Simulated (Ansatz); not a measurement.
```yaml
crystal:
  periodic: [false, false, false]
  atoms:
    - {symbol: Al, position_ang: [-1.415002, 0.743563, -0.797575]}
    - {symbol: C, position_ang: [0.370920, -0.029252, -0.702709]}
    - {symbol: Si, position_ang: [0.872371, -0.557186, 1.015802]}
    - {symbol: H, position_ang: [-2.669285, -0.194132, -1.057240]}
    - {symbol: H, position_ang: [-1.611835, 2.306245, -0.599579]}
    - {symbol: H, position_ang: [0.425600, -0.911184, -1.350980]}
    - {symbol: H, position_ang: [1.107934, 0.701421, -1.054786]}
    - {symbol: H, position_ang: [-0.080676, -1.573441, 1.544325]}
    - {symbol: H, position_ang: [0.843650, 0.607636, 1.944649]}
    - {symbol: H, position_ang: [2.239424, -1.144870, 1.061094]}
basis:
  gaussian: {orbitals: def2-TZVPD, nuclear_model: gaussian}
hamiltonian: {xc: {name: B2PLYP}}
scf: {max_iter: 3}
output: {forces: true}
```

```sh
$ ansatz run in.yaml --threads 2 --pin off --events-out ev --progress --plain --max-ram 4352MiB
```

Problem. How does Ansatz answer? (Best estimate.)

Solution. The calculation gave: The program refused the input.
```
Error: invalid value for `basis.gaussian`: such a run doesn't read scf.max_iter; remove what it names
```
